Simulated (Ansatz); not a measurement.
Born–Oppenheimer molecular dynamics of BCl2H2 (5 atoms, charge 0, multiplicity 2). It starts at the highest image of a converged band. Of that band: A vibrational analysis at the climbing image gives 2 clearly imaginary modes (911i, 41i cm⁻¹): a point of higher order, so a lower path passes nearby.

The calculation used UKS PBE0-D4/cc-pVDZ in Ansatz.

```
ensemble                      : NVE (velocity Verlet)
time step                     : 0.5 fs
steps asked                   : 200
starting velocities drawn for : 300 K
seed                          : 2482
```

First frame:

```xyz
5
Properties=species:S:1:pos:R:3
B 0.000 0.188 -0.014
H 0.000 0.264 1.364
Cl 1.528 -0.108 -0.793
Cl -1.528 -0.108 -0.793
H 0.000 -0.236 2.216
```

**Question.** What does the run give?

**Answer.** The run went to its last step.

```json
{"steps done": "200", "time covered": "100 fs", "mean temperature over the second half": "761 K", "spread of the potential energy over the second half": "13.1 meV per atom", "mean potential energy of the second half above the start": "-35.7 meV per atom"}
```

The conserved energy stayed within 0.05 meV per atom of its start (net change 0.034 meV per atom), so the integration is sound. The kinetic energy rose, since the run started high on the potential surface and went downhill. It ends in pieces (BCl2H + H), so much of that is their flight and rotation, not heat. A run of 0.1 ps of so small a system gives no equilibrium averages.

**Question.** What happens to the structure?

**Answer.** Between its relaxed ends the band would form H2–H5 and break B1–H2. These pairs go: H2–H5 0.99 → 6.84 Å, B1–H2 1.38 → 1.21 Å. In the last frame they stand as before the step (other bonds may differ from the relaxed reactants and products). It ends as BCl2H + H. Pairs count as bonded within 1.25 times the sum of covalent radii (0.12 Å more for H–H). This is one draw of velocities; another would differ in detail.

**Question.** How do temperature and energy run in time?

**Answer.** 
```tsv
time (fs)	T (K)	potential energy less start (eV)	conserved less start (meV/atom)
0.0	300	0.000	0.00
5.0	138	0.063	0.03
10.0	127	0.067	0.05
15.0	509	-0.081	0.02
20.0	797	-0.193	-0.01
25.0	715	-0.161	0.01
30.0	579	-0.108	0.04
35.0	727	-0.165	0.03
40.0	1016	-0.278	0.00
45.0	940	-0.248	0.00
50.0	609	-0.120	0.03
55.0	631	-0.128	0.03
60.0	940	-0.248	0.00
65.0	975	-0.262	0.00
70.0	716	-0.161	0.03
75.0	596	-0.115	0.03
80.0	793	-0.191	0.02
85.0	1012	-0.276	0.00
90.0	853	-0.214	0.01
95.0	524	-0.087	0.04
100.0	663	-0.140	0.03
```

Run time: 9.5 min on 1 thread of Arm Neoverse V1, with other jobs on the host, peak memory 0.14 GiB.
